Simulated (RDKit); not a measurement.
RDKit input (MMFF94):

```python
from rdkit import Chem
from rdkit.Chem import AllChem, rdDetermineBonds

mol = Chem.MolFromXYZFile('mol.xyz')
rdDetermineBonds.DetermineBonds(mol, charge=-1)
print('SMILES', Chem.MolToSmiles(Chem.RemoveHs(mol)))
ff = AllChem.MMFFGetMoleculeForceField(mol, AllChem.MMFFGetMoleculeProperties(mol))
e0 = ff.CalcEnergy()
flag = ff.Minimize(maxIts=5000, forceTol=1e-5)
print(f'energy {e0:.4f} -> {ff.CalcEnergy():.4f} kcal/mol, converged: {flag == 0}')
print(Chem.MolToXYZBlock(mol))
```
mol.xyz:
```
10

N      0.01661981    -0.02999986     1.39162225
C     -0.01543844    -0.07018388    -1.37864102
C     -0.00321387     1.11294563     0.70125942
C      0.01978865    -1.16819845     0.66438837
C      0.00495939    -1.32735553    -0.74026160
C     -0.01980593     1.14405432    -0.68702450
H     -0.02881825    -0.01569131    -2.47237714
H     -0.00590766     2.03625053     1.28067660
H      0.03638505    -2.06029569     1.29842183
H     -0.03573655     2.10216299    -1.20640101
```

### Question
Which steric energies does it print, before and after the minimisation?

### Answer
22.70 and 19.86 kcal/mol. They count from the force field's own zero for this bonding and are no heats of formation.
